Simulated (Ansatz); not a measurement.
This geometry of AlBH$_{5}$Si (8 atoms, charge 0, multiplicity 2) is a first-order saddle point.

Computed with UKS BHLYP/6-31G (Ansatz 0.2.0).

```xyz
8
Properties=species:S:1:pos:R:3
B -0.713 1.150 -1.432
Si 0.534 0.466 -0.005
Al 0.296 -1.495 1.350
H -0.557 0.874 -2.576
H -1.644 1.832 -1.153
H 1.644 1.434 0.270
H -0.927 -2.473 1.055
H 1.367 -1.788 2.491
```

Task: Which two structures does it join? (They come from a converged band through this point; their orientation in space is the band's.)

Result: No bond is made or broken. The dihedral H5–B1–Si2–Al3 goes from 180 to 0°. The two ends are copies of one structure, up to a mirror image or an exchange of like atoms.

Initial state:

```xyz
8
Properties=species:S:1:pos:R:3
B -1.017 1.294 -1.084
Si 0.287 0.628 0.249
Al 0.732 -1.688 0.823
H -1.678 0.529 -1.701
H -1.146 2.457 -1.277
H 1.082 1.667 0.979
H -0.094 -2.840 0.094
H 1.835 -2.047 1.916
```

Final state:

```xyz
8
Properties=species:S:1:pos:R:3
B -1.025 1.294 -1.076
Si 0.292 0.628 0.244
Al 0.735 -1.687 0.819
H -1.155 2.456 -1.269
H -1.695 0.528 -1.684
H 1.098 1.668 0.963
H -0.085 -2.840 0.086
H 1.834 -2.047 1.918
```

Task: How far does it lie above each of them?

Result: 0.295 eV above the first and 0.295 eV above the second. This is the barrier of this one path; another mechanism may lie lower. Limits of this set-up: no polarisation functions.

The run took 4.5 min on 1 thread of AMD EPYC (Zen 3), on a shared host, peak memory 0.15 GiB.
